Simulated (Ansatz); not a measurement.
**NH4+ (singlet): from Hartree-Fock to the top rungs at a displaced geometry (v1), 6-31G**

One table from this session's results is given with a row withheld; the runs are named, their logs left out.

The runs use Ansatz 0.2.0, Gaussian basis; 6-31G, core rule «outside noble gas», up to 1 orbitals frozen.

To be run: UHF; CCSD(T) on RHF; BCCD(T) on RHF; CISD; CCSDT(Q) on RHF; CISDTQ; CCSDTQ on RHF; CASSCF and MRCISD+Q, 8 electrons in 8 orbitals; CASSCF and NEVPT2, 8 electrons in 8 orbitals; Full CI.

13 further runs of the same task are left out: 6 that didn't finish, 7 set aside as unsound or not needed.

## What is computed

The geometry is a PBE0/def2-TZVP stationary point (not a proven minimum) with its atoms shifted at random (size 0.040 Å).

5 atoms, charge 1, spin multiplicity 1.

Atoms are counted from 1 here; the program's logs count them from 0.

Bond lengths: N1–H2 1.007 Å, N1–H3 0.940 Å, N1–H4 1.060 Å, N1–H5 1.020 Å. Angles: H2–N1–H3 110.0°, H2–N1–H4 112.6°, H2–N1–H5 115.2°, H3–N1–H4 107.0°, H3–N1–H5 108.3°, H4–N1–H5 103.3°.

Geometry (Å):

```xyz
5
charge 1, multiplicity 1
N     0.00600   -0.00022    0.00918
H     0.59551    0.57594    0.58824
H    -0.53979   -0.54530    0.54710
H    -0.63863    0.56973   -0.60905
H     0.49953   -0.59734   -0.65390
```

The first run:

Input file in.yaml:

```yaml
crystal:
  periodic: [false, false, false]
  atoms:
    - {symbol: N, position_ang: [0.006000, -0.000219, 0.009183]}
    - {symbol: H, position_ang: [0.595510, 0.575941, 0.588244]}
    - {symbol: H, position_ang: [-0.539790, -0.545297, 0.547100]}
    - {symbol: H, position_ang: [-0.638629, 0.569733, -0.609048]}
    - {symbol: H, position_ang: [0.499531, -0.597340, -0.653902]}
basis:
  gaussian: {orbitals: 6-31G}
total_charge: 1
magnetization: {spin_polarized: true, initial_magnetization: 0}
hamiltonian: {xc: hf}
output: {orbitals: {seedname: orbitals}}
```

Launch:

```console
> ansatz run in.yaml --threads 1 --pin off --events-out ev --progress --plain --max-ram 2176MiB
```

Steps of the session up to this table: UHF; CCSD(T) on RHF; BCCD(T) on RHF; CISD; CCSDT(Q) on RHF; CISDTQ; CCSDTQ on RHF; CASSCF and MRCISD+Q, 8 electrons in 8 orbitals; CASSCF and NEVPT2, 8 electrons in 8 orbitals; Full CI.

One of the session's tables, all rows but one given; the rest of the session is left out.

It belongs to the step «Misses and costs». 

| method | from FCI (kJ/mol) |
| --- | --- |
| RHF | +347.0 |
| RMP2 | ? |
| CISD | +17.4 |
| RCCSD | +4.3 |
| RCCSD(T) | +1.0 |
| BCCD(T) | +1.0 |
| RCCSDT | +0.7 |
| CISDTQ | +0.5 |
| RCCSDT(Q) | 0.0 |
| RCCSDTQ | 0.0 |
| CASSCF valence | +73.4 |
| NEVPT2 valence | +16.7 |
| MRCISD valence | +0.8 |
| MRCISD+Q valence | 0.0 |
| FCI | 0 |

**Question.** Estimate the row for RMP2.

The run gave: from FCI (kJ/mol): +43.7. In the column «from FCI (kJ/mol)» it lies between CISD (+17.4) and CASSCF valence (+73.4).
